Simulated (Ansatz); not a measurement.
# How far each method lies from full CI for GeH₄⁺, doublet

Geometry: that of the GeH4, singlet, kept fixed.

```xyz
5

Ge    0.0000    0.0000    0.0000
H     0.8843    0.8872    0.8860
H    -0.8879   -0.8840    0.8857
H    -0.8838    0.8845   -0.8892
H     0.8874   -0.8877   -0.8825
```

Basis cc-pVDZ; Ansatz 0.2.0. Correlated methods freeze the noble-gas cores and the filled d shells of p-block atoms, which leaves 7 electrons in 33 orbitals. Prefix R: restricted or restricted open-shell reference. Active spaces: valence = (7e, 8o) chosen from the atoms' valence shells. No spin–orbit coupling is included, and no scalar relativity.

Full CI is exact within this basis and frozen core; it isn't the basis-set limit.

Coupled cluster chose its determinant by a search with trial CCSD, here up to 0.37 eV above the lowest Hartree–Fock solution of its kind.

* UHF ⟨S²⟩: 0.761
* ⟨S²⟩ of the determinant under UCCSD: 0.813
* T1 diagnostic (RCCSD): 0.0272
* largest doubles amplitude (RCCSD): 0.083

**Question.** From what is known of these methods and the diagnostics, rank them by the size of their error in total energy against full CI in cc-pVDZ, smallest first (an estimate: the text doesn't fix the numbers).
A. MRCISD (valence space)
B. CASSCF (valence space)
C. RCCSDTQ
D. MRCISD+Q(relaxed) (valence space)
E. NEVPT2 (valence space)

**Answer.** C (0.02 mEh), D (0.61 mEh), A (2.21 mEh), E (17.97 mEh), B (63.34 mEh).

All errors are against full CI in cc-pVDZ. Below it: RCCSDTQ, MRCISD+Q(relaxed) (valence space). Within each family the higher level lies nearer, as is usual though not guaranteed.

The full-CI state has the irrep B2 of C2v, in the program's axes (one component, if the state is degenerate).

Natural occupations of full CI about the gap: 1.962 1.949 1.921 1.004 0.041 0.026 0.025 0.021 0.009 0.009; effectively unpaired electrons, Σ n²(2−n)², 1.05.
